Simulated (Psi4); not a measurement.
**CH3BN− (SMILES [BH3-]C#N): levels of theory compared**

Aim: a comparison of 3 runs (BHLYP/def2-SVPD, M06-2X/def2-SVPD, PBE0/def2-SVPD) of CH3BN−. 

The results are computed with Psi4 1.11.

9 further runs of the same task are left out: 8 that didn't finish, 1 set aside as unsound or not needed.

## (1) The molecule

The species is CH3BN− (6 atoms), meant as a singlet with charge -1. SMILES: `[BH3-]C#N`. The coordinates come from a GFN2-xTB relaxation.

Bond lengths: B1–C2 1.555 Å, C2–N3 1.159 Å, B1–H4 1.224 Å, B1–H5 1.224 Å, B1–H6 1.225 Å. Angles: B1–C2–N3 180.0°, C2–B1–H4 108.7°, C2–B1–H5 108.7°, C2–B1–H6 108.6°, H4–B1–H5 110.3°, H4–B1–H6 110.3°, H5–B1–H6 110.3°.

## (2) Energy and forces at BHLYP/def2-SVPD (run 1)

Input file input.inp:

```
memory 1600 mb

molecule geom {
  -1 1
  B     -0.274220     0.361640    -0.245060
  C      0.552190    -0.729680     0.493070
  N      1.168130    -1.542260     1.043470
  H     -1.344600    -0.122440    -0.588070
  H      0.356920     0.734400    -1.225380
  H     -0.458410     1.298330     0.521960
  symmetry c1
}

set basis def2-SVPD
set puream true
set e_convergence 1e-09
set d_convergence 1e-08
set scf_type pk
set dft_radial_points 99
set dft_spherical_points 590

e, wfn = gradient("bhhlyp", return_wfn=True)
oeprop(wfn, "DIPOLE", "WIBERG_LOWDIN_INDICES", "MAYER_INDICES")
print_variables()
```

Command:

```console
$ psi4 -n 1 input.inp input.out
```

input.out:

```text
[...]
  Running in c1 symmetry.
[...]
  Nuclear repulsion =   51.043412472214783
[...]
  Multiplicity = 1
[...]
  Nalpha       = 11
  Nbeta        = 11
[...]
    Number of basis functions: 84
[...]
   @RKS iter   1:  -119.22822140464054   -8.24104e-01   5.97359e-03 DIIS/ADIIS
[...]
   @RKS iter  10:  -119.39849065563128   -2.20268e-12   4.90961e-09 DIIS
[...]
    Orbital Energies [Eh]
    ---------------------
    Doubly Occupied:
       1A    -14.591851     2A    -10.408037     3A     -6.833344
       4A     -0.806747     5A     -0.450362     6A     -0.272475
       7A     -0.221851     8A     -0.221812     9A     -0.217508
      10A     -0.146694    11A     -0.146590
[...]
  @RKS Final Energy:  -119.39849065563128
   => Energetics <=
    Nuclear Repulsion Energy =             51.0434124722147828
    One-Electron Energy =                -265.6670605549030597
    Two-Electron Energy =                 104.3659416492325391
    DFT Exchange-Correlation Energy =      -9.1407842221755384
    Empirical Dispersion Energy =           0.0000000000000000
    VV10 Nonlocal Energy =                  0.0000000000000000
    Total Energy =                       -119.3984906556312779
[...]
  -Total Gradient:
     Atom            X                  Y                   Z
    ------   -----------------  -----------------  -----------------
       1        0.006847460760    -0.009341535485     0.006011205437
       2       -0.015248218644     0.020107870456    -0.013640092247
       3        0.006231405998    -0.008194621151     0.005578683773
       4        0.001555126946    -0.000194143308     0.000801993795
       5       -0.000048391808    -0.001002186633     0.001362024159
       6        0.000662480574    -0.001375347336    -0.000113927837
[...]
 Multipole Moments:
 ------------------------------------------------------------------------------------
     Multipole            Electronic (a.u.)      Nuclear  (a.u.)        Total (a.u.)
 ------------------------------------------------------------------------------------
 L = 1.  Multiply by 2.5417464519 to convert [e a0] to [Debye]
 Dipole X            :          2.2489340           -1.9554470            0.2934870
 Dipole Y            :         -2.9722738            2.5836195           -0.3886543
 Dipole Z            :          2.0080393           -1.7462609            0.2617783
 Magnitude           :                                                    0.5529147
[...]
```

Wall time 37 s (1 thread of Intel Xeon at 2.50GHz (Skylake/Cascade Lake), shared host); peak memory 0.7 GiB.

## (3) Energy and gradient at M06-2X/def2-SVPD (run 2)

Input file job.dat:

```
memory 1600 MB

molecule system {
  -1 1
  B     -0.274220     0.361640    -0.245060
  C      0.552190    -0.729680     0.493070
  N      1.168130    -1.542260     1.043470
  H     -1.344600    -0.122440    -0.588070
  H      0.356920     0.734400    -1.225380
  H     -0.458410     1.298330     0.521960
  symmetry c1
}

set globals {
  basis                def2-SVPD
  puream               true
  e_convergence        1e-09
  d_convergence        1e-08
  scf_type             pk
  dft_radial_points    99
  dft_spherical_points 590
}

e, wfn = gradient("m06-2x", return_wfn=True)
print_variables()
```

Command:

```console
$ psi4 job.dat job.out -n 1
```

job.out:

```text
[...]
  Running in c1 symmetry.
[...]
  Nuclear repulsion =   51.043412472214783
[...]
  Multiplicity = 1
[...]
  Nalpha       = 11
  Nbeta        = 11
[...]
    Number of basis functions: 84
[...]
   @RKS iter   1:  -119.24254205006864   -7.70299e-01   6.07670e-03 DIIS/ADIIS
[...]
   @RKS iter  10:  -119.41848407245033   -8.07177e-12   3.44696e-09 DIIS
[...]
    Orbital Energies [Eh]
    ---------------------
    Doubly Occupied:
       1A    -14.541807     2A    -10.361013     3A     -6.799144
       4A     -0.782484     5A     -0.439442     6A     -0.268142
       7A     -0.225342     8A     -0.225309     9A     -0.210410
      10A     -0.147244    11A     -0.147139
[...]
  @RKS Final Energy:  -119.41848407245033
   => Energetics <=
    Nuclear Repulsion Energy =             51.0434124722147828
    One-Electron Energy =                -265.6802384701068718
    Two-Electron Energy =                 103.7019938334725566
    DFT Exchange-Correlation Energy =      -8.4836519080307937
    Empirical Dispersion Energy =           0.0000000000000000
    VV10 Nonlocal Energy =                  0.0000000000000000
    Total Energy =                       -119.4184840724503260
[...]
 Multipole Moments:
 ------------------------------------------------------------------------------------
     Multipole            Electronic (a.u.)      Nuclear  (a.u.)        Total (a.u.)
 ------------------------------------------------------------------------------------
 L = 1.  Multiply by 2.5417464519 to convert [e a0] to [Debye]
 Dipole X            :          2.2708901           -1.9554470            0.3154431
 Dipole Y            :         -3.0011986            2.5836195           -0.4175790
 Dipole Z            :          2.0276612           -1.7462609            0.2814003
 Magnitude           :                                                    0.5941908
[...]
  -Total Gradient:
     Atom            X                  Y                   Z
    ------   -----------------  -----------------  -----------------
       1        0.007966005932    -0.010817743571     0.007008151171
       2       -0.006449521782     0.008502674290    -0.005776113378
       3       -0.003958102364     0.005246059664    -0.003527255770
       4        0.002528654944     0.000461785649     0.001039379895
       5       -0.000817278438    -0.001222369253     0.002252028288
       6        0.000727225845    -0.002166738634    -0.001007297685
[...]
```

Wall time 73 s (1 thread of Intel Xeon at 2.50GHz (Skylake/Cascade Lake), shared host); peak memory 0.96 GiB.

## (4) Energy and gradient at PBE0/def2-SVPD (run 3)

Input file ch3bn.py:

```python
import psi4

psi4.set_memory('1600 MB')
psi4.set_num_threads(1)
psi4.core.set_output_file('run.log', False)

molecule = psi4.geometry("""
-1 1
B     -0.274220     0.361640    -0.245060
C      0.552190    -0.729680     0.493070
N      1.168130    -1.542260     1.043470
H     -1.344600    -0.122440    -0.588070
H      0.356920     0.734400    -1.225380
H     -0.458410     1.298330     0.521960
symmetry c1
no_reorient
no_com
""")

psi4.set_options({
    'puream': True,
    'e_convergence': 1e-09,
    'd_convergence': 1e-08,
    'scf_type': 'pk',
    'dft_radial_points': 99,
    'dft_spherical_points': 590,
})

e, wfn = psi4.gradient('pbe0/def2-SVPD', return_wfn=True)
psi4.oeprop(wfn, 'MAYER_INDICES', 'QUADRUPOLE', 'LOWDIN_CHARGES')
print('gradient / Eh bohr^-1')
print(e.np.round(6))
print(f'energy = {wfn.energy():.10f} Eh')
```

Command:

```console
$ python ch3bn.py
```

run.log:

```text
[...]
  Running in c1 symmetry.
[...]
  Nuclear repulsion =   51.043412472214783
[...]
  Multiplicity = 1
[...]
  Nalpha       = 11
  Nbeta        = 11
[...]
    Number of basis functions: 84
[...]
   @RKS iter   1:  -119.08750618954544   -6.20611e-01   6.93889e-03 ADIIS/DIIS
[...]
   @RKS iter  10:  -119.32031827842263   -2.72848e-12   3.02102e-09 DIIS
[...]
    Orbital Energies [Eh]
    ---------------------
    Doubly Occupied:
       1A    -14.171803     2A    -10.045570     3A     -6.532416
       4A     -0.705240     5A     -0.378162     6A     -0.210882
       7A     -0.173112     8A     -0.173081     9A     -0.156946
      10A     -0.101340    11A     -0.101249
[...]
  @RKS Final Energy:  -119.32031827842263
   => Energetics <=
    Nuclear Repulsion Energy =             51.0434124722147828
    One-Electron Energy =                -265.7443548599354699
    Two-Electron Energy =                 108.6456026191194439
    DFT Exchange-Correlation Energy =     -13.2649785098213968
    Empirical Dispersion Energy =           0.0000000000000000
    VV10 Nonlocal Energy =                  0.0000000000000000
    Total Energy =                       -119.3203182784226328
[...]
  -Total Gradient:
     Atom            X                  Y                   Z
    ------   -----------------  -----------------  -----------------
       1        0.003275091095    -0.004618995482     0.002819480176
       2        0.002596686330    -0.003437776054     0.002305708504
       3       -0.009768962288     0.012912703359    -0.008719588893
       4        0.004280573252     0.000932012317     0.001708333901
       5       -0.001560710304    -0.002009065801     0.003852143345
       6        0.001177075727    -0.003778698976    -0.001966205594
[...]
 Multipole Moments:
 ------------------------------------------------------------------------------------
     Multipole            Electronic (a.u.)      Nuclear  (a.u.)        Total (a.u.)
 ------------------------------------------------------------------------------------
 L = 1.  Multiply by 2.5417464519 to convert [e a0] to [Debye]
 Dipole X            :        -16.9702993           16.3893301           -0.5809692
 Dipole Y            :         22.4141147          -21.6475876            0.7665271
 Dipole Z            :        -15.1568373           14.6376674           -0.5191699
 Magnitude           :                                                    1.0929897
 L = 2.  Multiply by 1.3450342976 to convert [e a0^2] to [Debye ang]
 Quadrupole XX       :        -70.6317412           49.6472304          -20.9845108
 Quadrupole XY       :         60.1059411          -56.0396862            4.0662549
[...]
```

The script printed:

```text
gradient / Eh bohr^-1
[[ 0.003275 -0.004619  0.002819]
 [ 0.002597 -0.003438  0.002306]
 [-0.009769  0.012913 -0.00872 ]
 [ 0.004281  0.000932  0.001708]
 [-0.001561 -0.002009  0.003852]
 [ 0.001177 -0.003779 -0.001966]]
energy = -119.3203182784 Eh
```

It took 42 s on 1 thread of Intel Xeon at 2.50GHz (Skylake/Cascade Lake), shared host; peak memory 0.7 GiB.

## (5) Overview of the runs

```
run             level  energy (Eh)  HOMO energy (eV)  LUMO energy (eV)  HOMO–LUMO gap (eV)  wall time
  1   BHLYP/def2-SVPD  -119.398491             -3.99              4.91                8.90       37 s
  2  M06-2X/def2-SVPD  -119.418484             -4.00              4.60                8.61       73 s
  3    PBE0/def2-SVPD  -119.320318             -2.76              4.63                7.39       42 s
```

## (6) Results

| quantity | value |
| --- | --- |
| run 3: total energy | -119.32032 Eh |
| run 3: HOMO energy | -2.76 eV |
| run 3: LUMO energy | 4.63 eV |
| run 3: HOMO–LUMO gap (to an unbound level, set by the basis) | 7.39 eV |
| run 3: largest force on an atom | 0.946 eV/Å |

In words: The HOMO–LUMO gap runs from 7.39 eV (PBE0/def2-SVPD) to 8.90 eV (BHLYP/def2-SVPD). The empty levels of an anion lie above zero and hang on the basis. Totals of different functionals can't be ranked against each other. All runs together took 2.5 min, the longest 73 s.
